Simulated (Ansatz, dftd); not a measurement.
Reaction: H4BNO2 (SMILES NB(O)O) → H2BO2 (SMILES O[B]O, doublet) + NH2 (SMILES [NH2], doublet) (the B-N bond breaks)
Each species at its own B3LYP-D3(BJ)/def2-TZVP minimum (Ansatz, a first-principles code), one conformer.

Quantity: bond dissociation energy (electronic), in kJ/mol. Open shells are spin-unrestricted; no spin-orbit coupling. Correlated methods leave the cores frozen. Rows without X2C or -DK are non-relativistic. CBS(X,Y): correlation extrapolated as X^-3, Hartree-Fock from the larger set. A bracket is a step between two methods taken in the basis named. Functionals run without relativity, which enters their misses. Double hybrids freeze cores in their MP2 part. 'core' is core correlation in cc-pwCVTZ, 'X2C' scalar relativity in cc-pVTZ-DK, both at CCSD(T).

```tsv
level	program	bond dissociation energy (kJ/mol)	difference against the last row
HF/cc-pVDZ	Ansatz	447.1	-130.4
PBE/def2-TZVPD	Ansatz	549.7	-27.8
B3LYP-D3(BJ)/def2-TZVPD	Ansatz + dftd3	551.3	-26.2
B3LYP/def2-TZVPD	Ansatz	544.7	-32.8
r2SCANh-D4/def2-TZVPD	Ansatz + dftd4	541.7	-35.8
r2SCANh/def2-TZVPD	Ansatz	540.6	-36.9
B2PLYP-D3(BJ)/def2-TZVPD	Ansatz + dftd3	561.9	-15.6
B2GP-PLYP-D3(BJ)/def2-TZVPD	Ansatz + dftd3	566.8	-10.7
B2GP-PLYP-D4/def2-TZVPD	Ansatz + dftd4	566.6	-10.9
MP2/cc-pVTZ	Ansatz	585.7	8.2
CCSD(T)/CBS(cc-pVTZ,cc-pVQZ)	Ansatz	575.6	-1.9
CCSDT(Q)/cc-pVDZ	Ansatz	544.2	-33.3
CCSD(T)/CBS(cc-pVTZ,cc-pVQZ) + [CCSDT(Q) - CCSD(T)]/cc-pVDZ + core + X2C	Ansatz	577.5	0.0
```
